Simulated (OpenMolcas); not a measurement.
# NO+ (nitrosonium): CCSD(T)/pcseg-1

What is the vertical ionisation energy of NO+ (nitrosonium) at CCSD(T)/pcseg-1? 

The calculation is run with OpenMolcas 26.06.

2 further runs of the same task are left out: 2 set aside as unsound or not needed.

### Step 1. The structure to begin with

NO+ has 2 atoms, charge +1, and is taken as a singlet. SMILES: `N#[O+]`. The bond length is the measured one.

Bond lengths: N1–O2 1.063 Å.

### Step 2. A single-point energy at CCSD(T)/pcseg-1

Input file job.input:

```
* NO CCSD(T)

&gateway
 baslib=$CurrDir
 coord
 2
 bohr
 N      0.00000000     0.00000000     0.00000000
 O      0.00000000     0.00000000     2.00919461
 basis=pcseg-1
 group=NoSym

&seward

&scf
 charge=1
 prorbitals=1 1

&rasscf
 fileorb=$Project.ScfOrb
 spin=1
 nactel=0 0 0
 inactive=7
 ras2=0
 outorbitals=Canonical
 orblisting=Nothing

&motra
 jobiph
 frozen=2

&ccsdt
 cct
 triples=2
 iterations=50
 extrapolation=5 4
```

The basis set pcseg-1 is read from a file made from the Basis Set Exchange's data (not shown).

The run is started by

```sh
export MOLCAS_MEM=1860
pymolcas job.input > job.log
```

Standard output:

```text
--- Start Module: gateway ---
[...]
--- Stop Module: gateway /rc=_RC_ALL_IS_WELL_ ---
[...]
      Basis functions           28
[...]
       Convergence after  13 Iterations
[...]
::    Total SCF energy                               -128.8725611352
[...]
      Total spin, S                                     0.0000000000
[...]
      Number of active orbitals                  0
[...]
      Spin quantum number                      0.0
[...]
      Active orbitals                            0
[...]
      Number of CSFs                             1
[...]
      Number of root(s) required                 1
[...]
      Convergence after  4 iterations
[...]
      Natural orbitals and occupation numbers for root  1
      ************************************************************************************************************************
      *                                                    Final results                                                     *
      ************************************************************************************************************************
[...]
::    RASSCF root number  1 Total energy:   -128.87256114
[...]
      Total electronic charge=   14.000000
      Total            charge=    1.000000
[...]
      Dipole Moment (debye):
      Origin of the operator (angstrom)=    0.0000    0.0000    0.5669
                   X= -6.4520E-16               Y=  3.7293E-16               Z= -7.7912E-01           Total=  7.7912E-01
      Center of Charge (angstrom)
[...]
--- Start Module: motra ---
[...]
      *** WARNING: Default frozen orbitals is overwritten by user input.
      *** Default values:   2
[...]
--- Stop Module: motra /rc=_RC_ALL_IS_WELL_ ---
--- Start Module: ccsdt ---
[...]
      Convergence after                    13  Iterations
      Total energy (diff) :    -129.20616543       0.00000007
[...]
 METHOD                       : CCSD+T(CCSD)+<T3(1)WT1> = CCSD(T)
[...]
       CCSD     =      -129.2061654299189
[...]
--- Stop Module: ccsdt /rc=_RC_ALL_IS_WELL_ ---
[...]
```

It took 2.5 s on 1 thread of Arm Neoverse V1, shared host; peak memory 0.37 GiB.

### Step 3. Doublet [NO]2+

Input file job.inp:

```
* NO CCSD(T)

&gateway
 baslib=$CurrDir
 coord
 2
 bohr
 N      0.00000000     0.00000000     0.00000000
 O      0.00000000     0.00000000     2.00919461
 basis=pcseg-1
 group=NoSym

&seward

&scf
 uhf
 charge=2
 spin=2
 prorbitals=1 1

&rasscf
 fileorb=$Project.UnaOrb
 spin=2
 nactel=1 0 0
 inactive=6
 ras2=1
 outorbitals=Canonical
 orblisting=Nothing

&motra
 jobiph
 frozen=2

&ccsdt
 cct
 triples=3
 iterations=50
 extrapolation=5 4
```

The basis set pcseg-1 is read from a file made from the Basis Set Exchange's data (not shown).

The run is started by

```sh
export MOLCAS_MEM=1860
pymolcas job.inp > job.log
```

Standard output:

```text
--- Start Module: gateway ---
[...]
--- Stop Module: gateway /rc=_RC_ALL_IS_WELL_ ---
[...]
      Basis functions           28
[...]
       Convergence after  51 Iterations
[...]
::    Total SCF energy                               -127.8395009885
[...]
      Total spin, S                                     0.7975249186
[...]
      Number of active orbitals                  1
[...]
      Spin quantum number                      0.5
[...]
      Active orbitals                            1
[...]
      Number of CSFs                             1
[...]
      Number of root(s) required                 1
[...]
      Convergence after  9 iterations
[...]
      printout of CI-coefficients larger than  0.05 for root  1
      energy=    -127.798994
      conf/sym  1     Coeff  Weight
             1  u   1.00000 1.00000
      Natural orbitals and occupation numbers for root  1
      sym 1:   1.000000
      ************************************************************************************************************************
      *                                                    Final results                                                     *
[...]
::    RASSCF root number  1 Total energy:   -127.79899416
[...]
      Total electronic charge=   13.000000
      Total            charge=    2.000000
[...]
      Dipole Moment (debye):
      Origin of the operator (angstrom)=    0.0000    0.0000    0.5669
                   X=  1.9546E-13               Y=  6.2996E-14               Z= -2.6220E+00           Total=  2.6220E+00
      Center of Charge (angstrom)
[...]
--- Start Module: motra ---
[...]
      *** WARNING: Default frozen orbitals is overwritten by user input.
      *** Default values:   2
[...]
--- Stop Module: motra /rc=_RC_ALL_IS_WELL_ ---
--- Start Module: ccsdt ---
[...]
      Convergence after                    21  Iterations
      Total energy (diff) :    -128.14026698       0.00000004
[...]
 METHOD                       : CCSD+T(CCSD)+<T3(1)WT1>+<T3(1)UT2> = CCSD(T)
[...]
       CCSD     =      -128.1402669782604
[...]
--- Stop Module: ccsdt /rc=_RC_ALL_IS_WELL_ ---
[...]
```

Wall time 3.9 s (1 thread of Arm Neoverse V1, shared host); peak memory 0.37 GiB.

### Step 4. Summary of results

Level: CCSD(T)/pcseg-1, 2 core orbitals frozen.

```
                                                quantity          value
                               singlet NO+: total energy  -129.21896 Eh
        singlet NO+: HOMO energy (Hartree–Fock orbitals)      -31.13 eV
        singlet NO+: LUMO energy (Hartree–Fock orbitals)       -7.77 eV
      singlet NO+: HOMO–LUMO gap (Hartree–Fock orbitals)       23.36 eV
singlet NO+: correlation energy (2 core orbitals frozen)     -346.4 mEh
                             singlet NO+: (T) correction     -12.79 mEh
                            doublet [NO]2+: total energy  -128.15498 Eh
                          doublet [NO]2+: (T) correction     -14.72 mEh
    vertical ionisation energy (to the doublet dication)      28.952 eV
```

The vertical ionisation energy comes to 28.95 eV (2793 kJ/mol). The triples (singlet NO+) make up 3.7 % of the correlation energy.
